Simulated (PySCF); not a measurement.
# H₂CO: PBE0 against B3LYP

Base calculation in PySCF with density fitting and no spin–orbit coupling, PBE0/def2-TZVP (no relativity): singlet, C2v, C–H 1.109 Å (×2), C–O 1.195 Å; H–C–H 116.0°, H–C–O 122.0° (×2); wavenumbers 1207, 1267, 1532, 1854, 2902, 2962 cm⁻¹; dipole moment 2.31 D, gap between the highest occupied and lowest empty levels 6.57 eV, polar-tensor charge of C 0.68 e, atomisation energy (no zero-point energy) 1556 kJ/mol.

Question: What changes on going to B3LYP/def2-TZVP (no relativity)?

Answer: The point group stays the same. Changes: mean bond to C 0.000 Å, smallest bond angle -0.1 degrees, highest wavenumber -24 cm⁻¹, lowest wavenumber -4 cm⁻¹, dipole moment +0.02 D, gap between the highest occupied and lowest empty levels -0.55 eV, polar-tensor charge of C +0.01 e, atomisation energy (no zero-point energy) +4 kJ/mol. The new structure has C–H 1.107 Å (×2), C–O 1.199 Å; H–C–H 115.9°, H–C–O 122.0° (×2), with wavenumbers 1203, 1267, 1535, 1821, 2882, 2938 cm⁻¹.

Only the bonding shown was studied: isomers, or loss of a ligand pair, can lie lower.
